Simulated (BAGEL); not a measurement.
# C2H5S (SMILES [CH2]SC) at ROHF/def2-SVPD (density fitting with qzvpp-jkfit)

What is the vertical doublet–quartet gap of C2H5S at ROHF/def2-SVPD (density fitting with qzvpp-jkfit)? 

Program for the calculation: BAGEL 1.2.2.

### 1 The system as given

C2H5S: 8 atoms, total charge 0, spin state doublet. As SMILES, `[CH2]SC`. The coordinates come from a PBE0-D4/def2-TZVP relaxation. This is one conformer, not always the lowest.

Bond lengths: C1–S2 1.695 Å, S2–C3 1.794 Å, C1–H4 1.080 Å, C1–H5 1.080 Å, C3–H6 1.091 Å, C3–H7 1.090 Å, C3–H8 1.091 Å. Angles: C1–S2–C3 101.6°, S2–C1–H4 121.4°, S2–C1–H5 117.4°, S2–C3–H6 110.5°, S2–C3–H7 107.2°, S2–C3–H8 110.5°, H4–C1–H5 120.8°, H6–C3–H7 109.1°, H6–C3–H8 110.1°, H7–C3–H8 109.3°.

### 2 A single-point energy at ROHF/def2-SVPD (density fitting with qzvpp-jkfit)

Input file calc.json:

```json
{ "bagel" : [

{
  "title" : "molecule",
  "basis" : "def2-svpd.json",
  "df_basis" : "qzvpp-jkfit",
  "angstrom" : true,
  "geometry" : [
    { "atom" : "C", "xyz" : [      -0.766700,       1.107100,      -0.688200 ] },
    { "atom" : "S", "xyz" : [       0.844300,       0.622200,      -0.483100 ] },
    { "atom" : "C", "xyz" : [       0.650100,      -0.872700,       0.489300 ] },
    { "atom" : "H", "xyz" : [      -1.572500,       0.620600,      -0.157700 ] },
    { "atom" : "H", "xyz" : [      -0.947600,       1.994700,      -1.276200 ] },
    { "atom" : "H", "xyz" : [       0.157500,      -0.650800,       1.437000 ] },
    { "atom" : "H", "xyz" : [       1.649000,      -1.260500,       0.688000 ] },
    { "atom" : "H", "xyz" : [       0.077800,      -1.617600,      -0.064800 ] }
  ]
},

{
  "title" : "rohf",
  "nopen" : 1
},

{
  "title" : "print",
  "file" : "orbitals.molden",
  "orbitals" : true
}

]}
```

The basis set def2-SVPD is read from a file made from the Basis Set Exchange's data (not shown).

Started as:

```bash
BAGEL_NUM_THREADS=1 BAGEL calc.json > calc.out
```

The log of the run:

```text
* using 1 threads per process

  ===============================================================
  ===============================================================

  *** Geometry ***

  { "atom" : "C", "xyz" : [     -1.448853,      2.092116,     -1.300510 ] },
  { "atom" : "S", "xyz" : [      1.595496,      1.175788,     -0.912927 ] },
  { "atom" : "C", "xyz" : [      1.228511,     -1.649164,      0.924643 ] },
  { "atom" : "H", "xyz" : [     -2.971594,      1.172764,     -0.298010 ] },
  { "atom" : "H", "xyz" : [     -1.790704,      3.769437,     -2.411668 ] },
  { "atom" : "H", "xyz" : [      0.297632,     -1.229834,      2.715536 ] },
  { "atom" : "H", "xyz" : [      3.116158,     -2.382000,      1.300132 ] },
  { "atom" : "H", "xyz" : [      0.147021,     -3.056821,     -0.122454 ] },

  Number of auxiliary basis functions:      368

  Since a DF basis is specified, we compute 2- and 3-index integrals:
    o Being stored without compression. Storage requirement is 0.034 GB

  Number of basis functions:      107
  Number of electrons      :       33

    * METHOD: MOLECULE                             0.19

  *** Open-shell HF ***

  === Nuclear Repulsion ===
   104.7310768086

      * DIIS with orbital gradients will be used.

  === ROHF iteration (def2-svpd.json) ===
      0       -475.81972188          0.02521225           0.13
      1       -475.91826212          0.01274303           0.13
      2       -475.93636037          0.00574172           0.13
      3       -475.94221977          0.00166836           0.14
      4       -475.94375616          0.00074246           0.09
      5       -475.94437482          0.00047146           0.09
      6       -475.94459690          0.00009296           0.09
      7       -475.94483011          0.00003344           0.09
      8       -475.94485394          0.00001664           0.09
      9       -475.94485222          0.00000570           0.08
     10       -475.94485207          0.00000187           0.09
     11       -475.94485379          0.00000087           0.09
     12       -475.94485384          0.00000043           0.09
     13       -475.94485402          0.00000018           0.09
     14       -475.94485402          0.00000005           0.09
     15       -475.94485401          0.00000002           0.10
     16       -475.94485400          0.00000001           0.09
    * SCF iteration converged.

    * S^2 (ROHF) is 0.7500

    * Permanent dipole moment:
           (    0.348314,     0.405754,    -0.325893) a.u.

    * METHOD: ROHF                                 1.87

    * METHOD: PRINT                                0.01

  ===============================================================
```

Run time: 2.5 s. Hardware: 1 thread of Intel Xeon 6975P-C (Granite Rapids), shared host; peak memory 0.11 GiB.

### 3 The quartet

Input file input.json:

```json
{ "bagel": [

{
  "title": "molecule",
  "basis": "def2-svpd.json",
  "df_basis": "qzvpp-jkfit",
  "angstrom": true,
  "geometry": [
    { "atom": "C", "xyz": [   -0.766700,    1.107100,   -0.688200 ] },
    { "atom": "S", "xyz": [    0.844300,    0.622200,   -0.483100 ] },
    { "atom": "C", "xyz": [    0.650100,   -0.872700,    0.489300 ] },
    { "atom": "H", "xyz": [   -1.572500,    0.620600,   -0.157700 ] },
    { "atom": "H", "xyz": [   -0.947600,    1.994700,   -1.276200 ] },
    { "atom": "H", "xyz": [    0.157500,   -0.650800,    1.437000 ] },
    { "atom": "H", "xyz": [    1.649000,   -1.260500,    0.688000 ] },
    { "atom": "H", "xyz": [    0.077800,   -1.617600,   -0.064800 ] }
  ]
},
{
  "title": "rohf",
  "charge": 0,
  "nopen": 3
},
{
  "title": "print",
  "file": "orbitals.molden",
  "orbitals": true
}

]}
```

The basis set def2-SVPD is read from a file made from the Basis Set Exchange's data (not shown).

Started as:

```bash
BAGEL_NUM_THREADS=1 BAGEL input.json > input.out
```

The log of the run:

```text
* using 1 threads per process

  ===============================================================
  ===============================================================

  *** Geometry ***

  { "atom" : "C", "xyz" : [     -1.448853,      2.092116,     -1.300510 ] },
  { "atom" : "S", "xyz" : [      1.595496,      1.175788,     -0.912927 ] },
  { "atom" : "C", "xyz" : [      1.228511,     -1.649164,      0.924643 ] },
  { "atom" : "H", "xyz" : [     -2.971594,      1.172764,     -0.298010 ] },
  { "atom" : "H", "xyz" : [     -1.790704,      3.769437,     -2.411668 ] },
  { "atom" : "H", "xyz" : [      0.297632,     -1.229834,      2.715536 ] },
  { "atom" : "H", "xyz" : [      3.116158,     -2.382000,      1.300132 ] },
  { "atom" : "H", "xyz" : [      0.147021,     -3.056821,     -0.122454 ] },

  Number of auxiliary basis functions:      368

  Since a DF basis is specified, we compute 2- and 3-index integrals:
    o Being stored without compression. Storage requirement is 0.034 GB

  Number of basis functions:      107
  Number of electrons      :       33

    * METHOD: MOLECULE                             0.16

  *** Open-shell HF ***

  === Nuclear Repulsion ===
   104.7310768086

      * DIIS with orbital gradients will be used.

  === ROHF iteration (def2-svpd.json) ===
      0       -475.58839473          0.02374087           0.09
      1       -475.69070003          0.01200983           0.09
      2       -475.71061242          0.00559827           0.09
      3       -475.71681232          0.00194720           0.09
      4       -475.71885834          0.00061419           0.09
      5       -475.71938456          0.00037327           0.09
      6       -475.71963137          0.00022207           0.10
      7       -475.71977239          0.00016948           0.08
      8       -475.71990829          0.00010518           0.08
      9       -475.71995366          0.00007455           0.09
     10       -475.71998184          0.00004190           0.09
     11       -475.71998593          0.00002337           0.09
     12       -475.71998538          0.00001529           0.09
     13       -475.71998548          0.00001240           0.11
     14       -475.71998584          0.00000940           0.09
     15       -475.71998628          0.00000657           0.09
     16       -475.71998659          0.00000403           0.09
     17       -475.71998663          0.00000237           0.10
     18       -475.71998666          0.00000136           0.10
     19       -475.71998657          0.00000086           0.08
     20       -475.71998655          0.00000050           0.08
     21       -475.71998651          0.00000030           0.09
     22       -475.71998650          0.00000021           0.08
     23       -475.71998649          0.00000014           0.08
     24       -475.71998649          0.00000009           0.08
     25       -475.71998649          0.00000006           0.09
     26       -475.71998649          0.00000004           0.09
     27       -475.71998649          0.00000003           0.09
     28       -475.71998649          0.00000002           0.08
     29       -475.71998649          0.00000001           0.08
    * SCF iteration converged.

    * S^2 (ROHF) is 3.7500

    * Permanent dipole moment:
           (    0.867227,     0.300527,    -0.282454) a.u.

    * METHOD: ROHF                                 2.81

    * METHOD: PRINT                                0.01

  ===============================================================
```

Run time: 3.6 s. Hardware: 1 thread of Intel Xeon 6975P-C (Granite Rapids), shared host; peak memory 0.11 GiB.

### 4 Outcome

Level: ROHF/def2-SVPD (density fitting with qzvpp-jkfit).

| quantity | value |
| --- | --- |
| doublet: total energy | -475.94485 Eh |
| doublet: dipole moment | 1.59 D |
| doublet: ⟨S²⟩ | 0.750 |
| quartet: total energy | -475.71999 Eh |
| quartet: dipole moment | 2.44 D |
| quartet: ⟨S²⟩ | 3.750 |
| vertical energy of the quartet above the doublet | 6.119 eV |

At this shape the quartet lies 6.12 eV (141 kcal/mol) above the doublet.
